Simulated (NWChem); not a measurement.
Correlation energy of methylamine (CH₅N)

SMILES: CN
```xyz
7

C     -0.0874     0.6904     0.0000
N      0.1968    -0.7279     0.0000
H      0.3730     1.1640    -0.8817
H      0.3730     1.1640     0.8817
H     -1.1606     0.9771     0.0000
H     -0.2194    -1.1763    -0.8133
H     -0.2194    -1.1763     0.8133
```
Charge 0, spin multiplicity 1.

All runs are NWChem calculations. The geometry was optimised at PBE0/def2-SVP, a minimum by its harmonic frequencies.

Basis set: 3-21G. Each correlation energy counts from its own Hartree-Fock reference.

The correlated methods keep 2 core orbitals frozen. No row is a measurement; the coupled-cluster row has its own basis-set and correlation limits.

Problem. Order these methods by the correlation energy they give, lowest first: MP2, SCS-MP2, CR-CCSD[T], CCSD, CCSDT.

Solution. CCSDT (-230.8 mHa), CR-CCSD[T] (-229.9 mHa), CCSD (-226.1 mHa), SCS-MP2 (-205.8 mHa), MP2 (-200.8 mHa)
